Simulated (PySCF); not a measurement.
The isolated species methylidynephosphane, `C#P` is ionised with synchrotron light (hν = 1200.0 eV). Calculated photoelectron kinetic energies of its computed core levels, recoil neglected:

| line | kinetic energy (eV) |
| --- | --- |
| 1 | 1062.72 |
| 2 | 1061.83 |
| 3 | 908.95 |

Method used: delta-SCF UKS SCAN, pcX-2 on the ionised atom, pcseg-1 elsewhere, spin-free X2C (PySCF).

Question: Which element, shell and site does each line come from? Numbering: `[CH:1]#[P:2]`.

Answer: Against the vacuum level, binding energy = hν − kinetic energy.

```tsv
line	binding energy (eV)	level	atoms	environment
1	137.28	P 2p3/2	P2	phosphorus bonded to C
2	138.17	P 2p1/2	P2	phosphorus bonded to C
3	291.05	C 1s	C1	triply bonded carbon
```

Out of reach at this photon energy: P 1s (2150.8 eV).

Question: Where does line 1 move with hν = 800.0 eV?

Answer: To 800.0 − 137.28 = 662.72 eV; every photoline shifts by the change in photon energy, -400.0 eV.

Question: Which photon energy gives electrons from C 1s of C1 a kinetic energy of 150 eV, and what is their de Broglie wavelength?

Answer: hν = 291.05 + 150 = 441.05 eV, recoil neglected; λ = 12.264 Å/√(E/eV) = 1.00 Å.

Other core shells, valence and Auger electrons aren't listed. The unrestricted hole states depart most from a pure doublet (⟨S²⟩ = 0.75; over 0.85 named) for C 1s of C1 (0.99), which makes this value less certain. 2p3/2 and 2p1/2 are the ΔSCF energy of one spin-free 2p hole plus the eigenvalues of a spin–orbit and ligand-field matrix of the shell. 2p1/2 minus 2p3/2 (ligand field included): P 0.89 eV. Isolated species at its GFN2-xTB geometry, gas phase.

The run took about 7 s of CPU time (one thread, shared machine).
